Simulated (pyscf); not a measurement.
ethane (H₃C–CH₃) + [H₃C–Ga–Cl]• → H₃C–Ga(CH₃)–Cl + methyl (CH₃•), a substitution at C (doublet surface; C–C broken, C–Ga formed). PySCF, gas phase, ωB97X-D3(BJ)/def2-SVP geometries. Energies in eV from the separated reactants.

Small-basis levels: PySCF, no dispersion term, spherical d functions. AM1 to PM7: differences of heats of formation from MOPAC, which are fitted to 298 K values and so differ in kind from electronic energies by zero-point and thermal terms. Open shells are spin-unrestricted. 

| level | barrier | reaction energy |
|---|---|---|
| MP2/6-31G*+LANL2DZ | 2.65 | +1.02 |
| SVWN5/6-31G*+LANL2DZ | ? | +1.32 |
| BP86/6-31G*+LANL2DZ | 1.88 | +1.02 |
| M06-2X/6-31G*+LANL2DZ | 2.07 | +0.78 |
| B3LYP/def2-SVP | 2.13 | +0.98 |
| PM3 | 1.48 | +2.22 |
| PM7 | ? | +0.05 |
| ωB97M-D3(BJ)/def2-TZVP | ? | +0.87 |

### Question
Complete the blanks.

### Answer

- SVWN5/6-31G*+LANL2DZ, barrier: 1.72
- PM7, barrier: 1.58
- ωB97M-D3(BJ)/def2-TZVP, barrier: 2.17

Against the last row the barrier runs from -0.69 (PM3) to +0.48 eV (MP2/6-31G*+LANL2DZ). At PM3 this geometry lies under one side, so the entry may be no barrier of that level: it is a single point on another level's saddle. ωB97M-D3(BJ)/def2-TZVP has limits of its own. One saddle was located; it need not be the lowest between these sides. The angle at the attacked C is 168°. In the def2 sets elements up to Kr have no core potential.
